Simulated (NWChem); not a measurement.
**Total energies of ethylamine (C₂H₇N)**

SMILES: CCN
```xyz
10

C      1.1899     0.4470     0.0113
C      0.0408    -0.5497    -0.1004
N     -1.2484     0.1290     0.0017
H      2.1650    -0.0508    -0.1121
H      1.0940     1.2331    -0.7539
H      1.1922     0.9402     0.9989
H      0.1907    -1.3575     0.6509
H      0.0857    -1.0440    -1.0869
H     -2.0130    -0.5374    -0.1092
H     -1.3597     0.5299     0.9348
```
Charge 0, spin multiplicity 1.

Program: NWChem. Structure: optimised with B3LYP/def2-SVP, a minimum by its harmonic frequencies. It is one conformer; others weren't searched.

Basis set: STO-3G (22 functions).

```tsv
method	total energy (Ha)
RHF	-132.61268
MP2	-132.76281
B2PLYP	-133.23805
PBE	-133.29407
B3LYP	-133.48297
BHandHLYP	-133.40949
CCSD(T)	-132.81519
```

Total energies of different functionals aren't comparable as a measure of quality: only differences taken within one method are. 

The correlated methods keep 3 core orbitals frozen. B3LYP has NWChem's definition, with VWN1-RPA local correlation. Coupled-cluster values serve here as a point of comparison, not as the truth.
